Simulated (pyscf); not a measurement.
Insertion: :HSi–PH₂ [singlet] + PH₃ → H₂P–SiH₂–PH₂

Gas phase, singlet surface, charge 0. Bonds broken: P6–H7. Bonds formed: Si2–P6, Si2–H7. Structures and frequencies: ωB97X-D3(BJ)/def2-SVP in PySCF. MP2 and CC: frozen core, UHF for open shells. ΔMP2 is the change of the MP2 total energy from the triple- to the quadruple-zeta basis.

Transition state (Å):

```xyz
9

P     -2.1771    -0.8818     0.5494
Si     0.0923    -0.5906     0.3707
H     -2.1247    -2.3059     0.4747
H     -2.4129    -0.7496    -0.8508
H      0.4082     0.4360     1.4290
P     -0.5785     1.6214    -0.7490
H      0.4102     0.2369    -0.9531
H      0.6724     2.2954    -0.8370
H     -0.6536     1.3587    -2.1489
```

One imaginary mode, 593i cm⁻¹; descent along it reached the two sides named, in the forms told below.

```tsv
bond	change	reactant side (Å)	saddle	product side
P6–H7	breaks	1.461	1.713	3.1
Si2–P6	forms	3.1	2.568	2.254
Si2–H7	forms	2.022	1.593	1.492
```

Electronic energies relative to the separated reactants (kcal/mol):

```csv
level,barrier,reaction energy,reverse barrier
ωB97X-D3(BJ)/def2-TZVP,1.4,-58.4,59.8
PBE/def2-TZVP,-3.6,-50.1,46.5
r²SCAN/def2-TZVP,-3.4,-54.7,51.3
B3LYP-D3(BJ)/def2-TZVP,1.5,-50.8,52.2
PBE0-D3(BJ)/def2-TZVP,-3.2,-55.4,52.2
M06-2X/def2-TZVP,2.3,-50.5,52.8
ωB97M-D3(BJ)/def2-TZVP,4.0,-50.6,54.5
HF/def2-TZVP,22.9,-48.0,70.8
MP2/def2-QZVPP,-0.6,-56.0,55.4
CCSD/def2-TZVPP,7.8,-50.0,57.8
CCSD(T)/def2-TZVPP,4.1,-50.6,54.7
CCSD(T)/def2-TZVPP + ΔMP2(QZVPP),3.0,-51.6,54.7
```

With CCSD(T)/def2-TZVPP + ΔMP2(QZVPP) energies and thermal terms (ideal gas, 1 atm, RRHO with modes under 100 cm⁻¹ raised to 100, one conformer, R ln 2 for rigid chiral ones), in kcal/mol:

```csv
T (K),ΔH‡,ΔG‡,ΔH,ΔG
298,3.2,14.1,-49.8,-38.5
600,3.5,25.2,-49.1,-27.3
900,4.1,35.9,-48.0,-16.7
1200,4.8,46.4,-46.9,-6.4
```

On the reactant side the descent ends in a complex, 4.5 kcal/mol under the separated species and 5.8 kcal/mol under the saddle at ωB97X-D3(BJ)/def2-TZVP. At PBE, r²SCAN, PBE0-D3(BJ), MP2 the saddle lies under the separated reactants, which points to a path from their complex (located at ωB97X-D3(BJ) alone). :HSi–PH₂ [singlet] lies 11.4 kcal/mol over its isomer H₂Si=PH, and others may lie lower still (electronic energy, ωB97M-D3(BJ)). One saddle was located; it need not be the lowest between these sides. The CCSD(T) − MP2 part came from Ansatz, without density fitting, on the same reference.
